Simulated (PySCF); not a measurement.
Stepwise substitution at one centre (Si Br-H). Gas-phase values, no solvent. Strings in code marks are SMILES.

Level of theory: PySCF with PBE-D3(BJ)/def2-TZVP // r2SCAN-D4/def2-TZVP. Excitations are Tamm–Dancoff values on a coarser integration grid. The basis has no diffuse functions, so Rydberg states are missing or too high.

| species | dipole moment (D) | S1–T1 gap (TDA) (eV) |
|---|---|---|
| 0 of 4 Br replaced by H (`Br[Si](Br)(Br)Br`) | ___ | – |
| 1 of 4 Br replaced by H (`Br[SiH](Br)Br`) | 0.56 | ___ |
| 2 of 4 Br replaced by H (`Br[SiH2]Br`) | 0.97 | 0.31 |
| 3 of 4 Br replaced by H (`[SiH3]Br`) | 1.19 | 0.37 |
| 4 of 4 Br replaced by H | 0.00 | – |

Problem. Complete the blanks.

Solution. 
- 0 of 4 Br replaced by H (`Br[Si](Br)(Br)Br`), dipole moment (D): 0.00
- 1 of 4 Br replaced by H (`Br[SiH](Br)Br`), S1–T1 gap (TDA) (eV): 0.30
